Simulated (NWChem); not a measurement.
Species: fluoromethane (CH$_{3}$F); SMILES CF

Results from NWChem. Pople sets run with spherical d functions. Structure relaxed at the PBE0/def2-SVP level. Total energies compare along this basis series because the functional is fixed.

```json
[
 {"level": "B3LYP/STO-3G", "basis functions": "13", "energy (Ha)": "-137.7958", "highest occupied level (eV)": "-4.96", "orbital gap (eV)": "14.32", "dipole (D)": "0.87"},
 {"level": "B3LYP/3-21G", "basis functions": "24", "energy (Ha)": "-138.9720", "highest occupied level (eV)": "?", "orbital gap (eV)": "11.97", "dipole (D)": "1.70"},
 {"level": "B3LYP/6-31G*", "basis functions": "34", "energy (Ha)": "-139.7317", "highest occupied level (eV)": "-9.02", "orbital gap (eV)": "11.92", "dipole (D)": "1.62"},
 {"level": "B3LYP/6-31+G*", "basis functions": "42", "energy (Ha)": "-139.7487", "highest occupied level (eV)": "-9.60", "orbital gap (eV)": "9.90", "dipole (D)": "1.92"},
 {"level": "B3LYP/def2-SVP", "basis functions": "43", "energy (Ha)": "-139.6311", "highest occupied level (eV)": "-9.19", "orbital gap (eV)": "11.05", "dipole (D)": "1.70"},
 {"level": "B3LYP/def2-SVPD", "basis functions": "67", "energy (Ha)": "-139.6479", "highest occupied level (eV)": "-9.65", "orbital gap (eV)": "10.18", "dipole (D)": "1.79"},
 {"level": "B3LYP/def2-TZVP", "basis functions": "80", "energy (Ha)": "-139.8063", "highest occupied level (eV)": "-9.53", "orbital gap (eV)": "10.80", "dipole (D)": "1.74"},
 {"level": "B3LYP/6-311++G**", "basis functions": "65", "energy (Ha)": "-139.7905", "highest occupied level (eV)": "-9.62", "orbital gap (eV)": "9.42", "dipole (D)": "1.92"},
 {"level": "B3LYP/aug-cc-pVTZ", "basis functions": "161", "energy (Ha)": "-139.8036", "highest occupied level (eV)": "-9.61", "orbital gap (eV)": "9.34", "dipole (D)": "1.73"}
]
```

Task: Complete the blanks.

Result: 
- B3LYP/3-21G, highest occupied level (eV): -8.53
